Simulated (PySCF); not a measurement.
Question: What does the GFN2-xTB structure of `C#CC(C)(C)C` look like in three dimensions?

Answer: 
```xyz
16
C6H10 angstrom
C      0.4306    2.3624    1.0143
C      0.2320    1.2783    0.5485
C     -0.0087   -0.0422   -0.0190
C     -1.3267   -0.5907    0.5401
C     -0.0962    0.0823   -1.5445
C      1.1517   -0.9669    0.3677
H      0.6049    3.3130    1.4225
H     -1.2773   -0.6682    1.6242
H     -1.5252   -1.5784    0.1287
H     -2.1533    0.0674    0.2807
H     -0.2764   -0.8941   -1.9900
H      0.8313    0.4834   -1.9479
H     -0.9087    0.7488   -1.8262
H      1.2290   -1.0481    1.4502
H      2.0931   -0.5772   -0.0149
H      0.9921   -1.9608   -0.0460
```

Orientation and origin are arbitrary. Atoms count from 1 in this order. The C–C distances run from 1.196 Å (C1≡C2, drawn triple) to 1.533 Å (C3–C6, drawn single), a spread of 0.337 Å.

Bonds between heavy atoms (Å): C1≡C2 1.196, C2–C3 1.457, C3–C4 1.533, C3–C5 1.533, C3–C6 1.533.

The geometry is computed with GFN2-xTB (gas phase).

Point group: C3v (tolerance 0.08 Å). Not checked by GFN2-xTB frequencies.
